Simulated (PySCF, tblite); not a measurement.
# C5H13P: geometry, infrared bands and NMR shifts

What infrared bands and NMR shifts should C5H13P (`[H][P@TB1](C)(C)(C)C=C`) show?

The runs use tblite 0.8.0 and PySCF 2.14.0, with density-fitted response routines of our own; the level of theory stands in each step. All values are computed, except where a source is named. Atoms count from 0, in the outputs and in this text.

## Step 1: Starting geometry

19 atoms, charge 0, multiplicity 1; geometry from: force field or distance geometry start.

Bonds of the start (Å): C0–C1 1.33, C1–P2 1.78, P2–C3 1.80, P2–C4 1.83, P2–C5 1.82, C0–H6 1.08, C0–H7 1.10, C1–H8 1.11, P2–H9 1.42, C3–H10 1.13, C3–H11 1.12, C3–H12 1.08, C4–H13 1.10, C4–H14 1.10, C4–H15 1.10, C5–H16 1.11, C5–H17 1.10, C5–H18 1.12.

## Step 2: Optimising the geometry with GFN2-xTB

Job settings and geometry (Å):

```
{"job": {"kind": "relax", "xc": "GFN2-xTB", "basis": "xTB"}, "charge": 0, "multiplicity": 1}
C      1.573100     0.810900    -1.256500
C      0.949400    -0.249800    -0.762100
P     -0.443400    -0.148200     0.340100
C     -0.527400     1.651200     0.263800
C     -1.409900    -1.173600    -0.828700
C      0.585900    -0.937700     1.611300
H      1.274600     1.833800    -1.061900
H      2.437500     0.694500    -1.920800
H      1.350000    -1.245600    -1.027200
H     -1.573300    -0.120400     1.199700
H     -1.393100     1.967500     0.923400
H      0.366900     2.116500     0.749800
H     -0.727600     2.078400    -0.708200
H     -2.466600    -0.869400    -0.845300
H     -1.307000    -2.223300    -0.507700
H     -1.006700    -1.033300    -1.846100
H      1.392400    -0.215900     1.835900
H      0.968100    -1.920100     1.299300
H     -0.052800    -1.006200     2.533800
```

On the command line:

```console
OMP_NUM_THREADS=1 python probes_run.py task.json out
```

The driver reads the jobs from task.json and runs them one after another.

**Question.** This job is followed by: GFN2-xTB harmonic vibrations, gas phase; GIAO PBE0/pcSseg-1 NMR shielding, non-relativistic, gas phase. Predict these results of the whole session: strongest single infrared mode (GFN2-xTB); zero-point energy (GFN2-xTB); ¹³C shifts against TMS (PBE0/pcSseg-1, means over atoms taken as alike); ¹H shifts against TMS (PBE0/pcSseg-1, means over atoms taken as alike); ³¹P shifts against H3PO4 (PBE0/pcSseg-1).

**Answer**, as computed:

```
                                                               quantity                             value
                              strongest single infrared mode (GFN2-xTB)             1720 cm⁻¹, 640 km/mol
                                           zero-point energy (GFN2-xTB)                    100.0 kcal/mol
¹³C shifts against TMS (PBE0/pcSseg-1, means over atoms taken as alike)            173.9, 114.7, 25.0 ppm
 ¹H shifts against TMS (PBE0/pcSseg-1, means over atoms taken as alike)  6.30, 6.27, 5.22, 4.88, 1.61 ppm
                               ³¹P shifts against H3PO4 (PBE0/pcSseg-1)                        -187.2 ppm
```

In words: The optimisation took 101 steps and gained 0.664 eV; among the close pairs (by a distance rule), C1–P2 changed most, from 1.779 to 1.908 Å. All 51 modes are real, so the xTB geometry is a minimum. The strongest single mode, at 1720 cm⁻¹, moves mainly H9. Unscaled tight-binding wavenumbers are off by several per cent, some by more. Its intensities can rank the bands wrongly. At PBE0/pcSseg-1: The largest span, 369 ppm, is at P2, where the paramagnetic term is -451 ppm.
